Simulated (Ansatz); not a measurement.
Energy needed to pull apart SiH$_{2}$O$_{2}$ (SMILES O=[SiH]O), closed shell, into free ground-state atoms, from the structure below (displaced at random from a GFN2-xTB minimum); no zero-point or spin–orbit terms; open-shell atoms are treated unrestricted, in their ground-state multiplicity.

```
atom    x (Å)    y (Å)    z (Å)
  O1   0.2777  -0.8503   1.4906
 Si2  -0.3227  -0.4672   0.2785
  O3   0.2980   0.9928  -0.7633
  H4  -1.1771  -0.9397  -0.2856
  H5   1.0713   1.0647  -0.5000
```

Computed with Ansatz 0.2.0 (basis: def2-TZVPP); correlated methods freeze the cores.

| method | atomization energy (eV) |
| --- | --- |
| PBE-D4 | 15.98 |
| r2SCAN-D4 | 15.71 |
| B97M-V | 15.81 |
| PBE0-D4 | 15.26 |
| LC-wPBE | 15.43 |
| wB97M-V | ? |
| HF | ? |
| MP2 | 15.89 |
| CCSD | 14.67 |
| CCSD(T) | 15.07 |

Q: What does wB97M-V give? (To be estimated.)

A: The calculation gives: 15.81 eV, which is about 0.74 eV more than CCSD(T)/def2-TZVPP.

Q: What does HF give? (To be estimated.)

A: By the calculation: 9.13 eV, which is about 5.95 eV less than CCSD(T)/def2-TZVPP.

In triple zeta the MP2 and coupled-cluster atomization energies are still short of their basis limit by a few kcal/mol a bond, whereas those of the functionals are nearly converged, so these differences are not deviations from converged CCSD(T).

T1 diagnostic: at most 0.018.

For scale, one of the runs: CCSD(T)/def2-TZVPP forces, 132 basis functions (an equivalent command: `ansatz run in.yaml --threads 4`). The run took 24 s on 4 CPU threads (shared host), with 1.2 GiB of host memory at its peak.
